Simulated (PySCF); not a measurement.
Spin-rotation constants: `C1=C[CH+]1`, [C$_{3}$H$_{3}$]+, charge +1

Cartesian coordinates in Å; atom numbers follow the order of the lines, from 1:
```xyz
6

C    -0.3971   -0.6793   -0.0120
C    -0.3893    0.6845    0.0045
C     0.7879   -0.0043    0.0097
H    -0.9493   -1.6234   -0.0295
H    -0.9307    1.6350    0.0098
H     1.8818   -0.0107    0.0221
```

Total charge +1.

Level of theory: GIAO B3LYP/aug-cc-pVTZ magnetisability, rotational g tensor and spin-rotation constants, non-relativistic, gas phase (PySCF 2.14.0). Geometry: PBE0-D3(BJ)/def2-SVP.

For an ion the centre-of-mass motion in the field is neglected.

Q: Give the nuclear spin-rotation constants along the inertial axes (H = +C I·J) beside the isotropic shieldings.

A: Rotational constants 30.6054, 30.6048, 15.3026 GHz. A star marks the isotopologue with that one atom substituted, in its own axes.
```
atom  isotope  Caa (kHz)  Cbb (kHz)  Ccc (kHz)  mean (kHz)  σ (ppm)
  H4       1H     -0.080     -0.080     -1.817      -0.659     20.7
  H5       1H     -0.080     -0.080     -1.817      -0.659     20.7
  H6       1H     -0.079     -0.079     -1.817      -0.659     20.7
  C1     13C*     16.174     16.578      0.944      11.232      5.0
```
Where two moments of inertia are equal or nearly so, the constants along those axes are given as their average.
For the geometry as given, no vibrational averaging.
